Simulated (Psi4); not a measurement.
**wB97X-V/def2-TZVPP run of SiH3F (SMILES F[SiH3])**

Aim: the energy change on altering one bond length of SiH3F at wB97X-V/def2-TZVPP, from 2 runs. 

The calculation is run with Psi4 1.11.

1 further run of the same task is left out (set aside as unsound or not needed).

### 1 The system as given

SiH3F: 5 atoms, total charge 0, spin state singlet. As SMILES, `F[SiH3]`. The coordinates come from a PBE0-D4/def2-TZVP relaxation.

Bond lengths: F1–Si2 1.600 Å, Si2–H3 1.482 Å, Si2–H4 1.482 Å, Si2–H5 1.482 Å. Angles: F1–Si2–H3 108.3°, F1–Si2–H4 108.3°, F1–Si2–H5 108.3°, H3–Si2–H4 110.6°, H3–Si2–H5 110.6°, H4–Si2–H5 110.6°.

### 2 A single-point energy at wB97X-V/def2-TZVPP

job.dat

```
memory 1.6 GB

molecule system {
  F     -1.274600     0.162800     0.858000
  Si     0.043300    -0.019300    -0.030700
  H     -0.367800    -0.192600    -1.443700
  H      0.768600    -1.217900     0.451600
  H      0.880500     1.193400     0.123400
  symmetry c1
}

set {
  puream true
  e_convergence 1e-09
  d_convergence 1e-08
  scf_type pk
  dft_radial_points 99
  dft_spherical_points 590
}

e, wfn = energy("wb97x-v/def2-TZVPP", return_wfn=True)
print_variables()
```

The run is started by

```bash
$ psi4 -n 1 job.dat job.out
```

job.out:

```text
[...]
  Running in c1 symmetry.
[...]
  Nuclear repulsion =   63.042807224251995
[...]
  Multiplicity = 1
[...]
  Nalpha       = 13
  Nbeta        = 13
[...]
    Number of basis functions: 115
[...]
   @RKS iter   1:  -391.11473255267384   -5.39454e-01   3.51289e-03 ADIIS/DIIS
[...]
   @RKS iter  10:  -391.16227254983295   -2.50111e-12   2.24220e-09 DIIS
[...]
    Orbital Energies [Eh]
    ---------------------
    Doubly Occupied:
       1A    -66.169267     2A    -24.750323     3A     -5.417937
       4A     -3.769897     5A     -3.766620     6A     -3.766620
       7A     -1.315482     8A     -0.687272     9A     -0.567910
      10A     -0.564524    11A     -0.564522    12A     -0.450671
      13A     -0.450658
[...]
  @RKS Final Energy:  -391.16227254983295
   => Energetics <=
    Nuclear Repulsion Energy =             63.0428072242519946
    One-Electron Energy =                -667.8114802115301245
    Two-Electron Energy =                 237.3463580170400178
    DFT Exchange-Correlation Energy =     -23.8490077283312978
    Empirical Dispersion Energy =           0.0000000000000000
    VV10 Nonlocal Energy =                  0.1090501487364364
    Total Energy =                       -391.1622725498329487
[...]
 Multipole Moments:
 ------------------------------------------------------------------------------------
     Multipole            Electronic (a.u.)      Nuclear  (a.u.)        Total (a.u.)
 ------------------------------------------------------------------------------------
 L = 1.  Multiply by 2.5417464519 to convert [e a0] to [Debye]
 Dipole X            :         -2.8144534            3.2256518            0.4111984
 Dipole Y            :          0.3890333           -0.4457978           -0.0567644
 Dipole Z            :          1.8981223           -2.1753133           -0.2771910
 Magnitude           :                                                    0.4991404
[...]
```

Run time: 40 s. Hardware: 1 thread of Intel Xeon 6975P-C (Granite Rapids), shared host; peak memory 0.84 GiB.

### 3 The distorted shape at the same level

job.in

```
memory 1.6 GB

molecule system {
  F
  Si 1 r2
  H 2 r3 1 a3
  H 2 r4 1 a4 3 d4
  H 2 r5 4 a5 1 d5

  r2 = 1.59994
  r3 = 3.2599
  a3 = 108.32834
  r4 = 1.48166
  a4 = 108.32999
  d4 = -119.99642
  r5 = 1.481652
  a5 = 110.58883
  d5 = 118.57972
  symmetry c1
  no_reorient
  no_com
}

set {
  basis                def2-TZVPP
  puream               true
  e_convergence        1e-09
  d_convergence        1e-08
  scf_type             pk
  dft_radial_points    99
  dft_spherical_points 590
}

result, w = energy('wb97x-v', return_wfn=True)
```

The run is started by

```bash
$ psi4 -i job.in -o job.out -n 1
```

job.out:

```text
[...]
  Running in c1 symmetry.
[...]
  Nuclear repulsion =   59.412047258350711
[...]
  Multiplicity = 1
[...]
  Nalpha       = 13
  Nbeta        = 13
[...]
    Number of basis functions: 115
[...]
   @RKS iter   1:  -390.92067004279124   -5.99573e-01   3.51526e-03 ADIIS/DIIS
[...]
   @RKS iter  11:  -390.97697641306638   -1.65414e-11   5.47907e-09 DIIS
[...]
    Orbital Energies [Eh]
    ---------------------
    Doubly Occupied:
       1A    -66.241919     2A    -24.789685     3A     -5.484668
       4A     -3.836982     5A     -3.834872     6A     -3.831840
       7A     -1.351436     8A     -0.709567     9A     -0.600632
      10A     -0.598933    11A     -0.581612    12A     -0.486500
      13A     -0.316416
[...]
  @RKS Final Energy:  -390.97697641306638
   => Energetics <=
    Nuclear Repulsion Energy =             59.4120472583507109
    One-Electron Energy =                -659.4184092111870541
    Two-Electron Energy =                 232.6284657257610604
    DFT Exchange-Correlation Energy =     -23.7084637325497560
    Empirical Dispersion Energy =           0.0000000000000000
    VV10 Nonlocal Energy =                  0.1093835465585986
    Total Energy =                       -390.9769764130663816
[...]
 Multipole Moments:
 ------------------------------------------------------------------------------------
     Multipole            Electronic (a.u.)      Nuclear  (a.u.)        Total (a.u.)
 ------------------------------------------------------------------------------------
 L = 1.  Multiply by 2.5417464519 to convert [e a0] to [Debye]
 Dipole X            :          0.0000903           -0.0000732            0.0000171
 Dipole Y            :          2.6833068           -1.5181937            1.1651131
 Dipole Z            :         -4.2985616            4.4189456            0.1203840
 Magnitude           :                                                    1.1713158
[...]
```

Run time: 42 s. Hardware: 1 thread of Intel Xeon 6975P-C (Granite Rapids), shared host; peak memory 0.85 GiB.

### 4 Summary of results

Level: wB97X-V/def2-TZVPP.

```
                                                          quantity          value
                                         first shape: total energy  -391.16227 Eh
                                        first shape: dipole moment         1.27 D
                                          first shape: HOMO energy      -12.26 eV
                                          first shape: LUMO energy        1.93 eV
                                        first shape: HOMO–LUMO gap       14.19 eV
                                     distorted shape: total energy  -390.97698 Eh
                                    distorted shape: dipole moment         2.98 D
                                      distorted shape: HOMO energy       -8.61 eV
                                      distorted shape: LUMO energy       -2.01 eV
                                    distorted shape: HOMO–LUMO gap        6.60 eV
energy change with the Si2–H3 bond stretched from 1.482 to 3.260 Å       5.042 eV
```

In words: With the Si2–H3 bond stretched from 1.482 to 3.260 Å the energy rises by 5.04 eV (116 kcal/mol). The first shape isn't relaxed at this level, so the change isn't measured from a minimum. A restricted reference can't describe the breaking bond well at this length.
